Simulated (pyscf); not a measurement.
SnH₂ (SMILES [SnH2]) [singlet] + HO–GeH₃ (SMILES [OH][GeH3]) + H₂ (SMILES [H][H]) -> H₃Ge–SnH₃ (SMILES [GeH3][SnH3]) + H₂O (SMILES O) (multi-bond step; singlet surface; Ge–O, H–H broken, Ge–Sn, H–Sn, H–O formed). Optimised with ωB97X-D3(BJ)/def2-SVP in PySCF. Energies in kJ/mol from the separated reactants.

```json
[
 {"level": "PBE/def2-TZVP", "barrier": "45.5", "reaction energy": "-116.1"},
 {"level": "B3LYP-D3(BJ)/def2-TZVP", "barrier": "68.0", "reaction energy": "-104.9"},
 {"level": "PBE0-D3(BJ)/def2-TZVP", "barrier": "43.0", "reaction energy": "-134.7"},
 {"level": "M06-2X/def2-TZVP", "barrier": "78.5", "reaction energy": "-90.4"},
 {"level": "ωB97M-D3(BJ)/def2-TZVP", "barrier": "___", "reaction energy": "___"},
 {"level": "HF/def2-TZVP", "barrier": "___", "reaction energy": "-95.6"}
]
```

Question: Complete the blanks.

Answer: 
- ωB97M-D3(BJ)/def2-TZVP, barrier: 75.2
- ωB97M-D3(BJ)/def2-TZVP, reaction energy: -114.7
- HF/def2-TZVP, barrier: 154.1

The functionals in the table span 35.5 kJ/mol in this barrier, from PBE0-D3(BJ) to M06-2X. On the reactant side the descent ends in a bound adduct, 39.7 kJ/mol under the separated species and 97.7 kJ/mol under the saddle at ωB97X-D3(BJ)/def2-TZVP. On the product side the descent ends in a complex (not fully relaxed), 17.8 kJ/mol under the separated species and 224.0 kJ/mol under the saddle at ωB97X-D3(BJ)/def2-TZVP. At ωB97X-D3(BJ) the barrier from the zero used here is 58.0 kJ/mol. One saddle was located; it need not be the lowest between these sides. Elements up to Kr have no core potential and no relativistic terms here. Elements past Kr carry the def2 core potentials, without spin-orbit coupling.
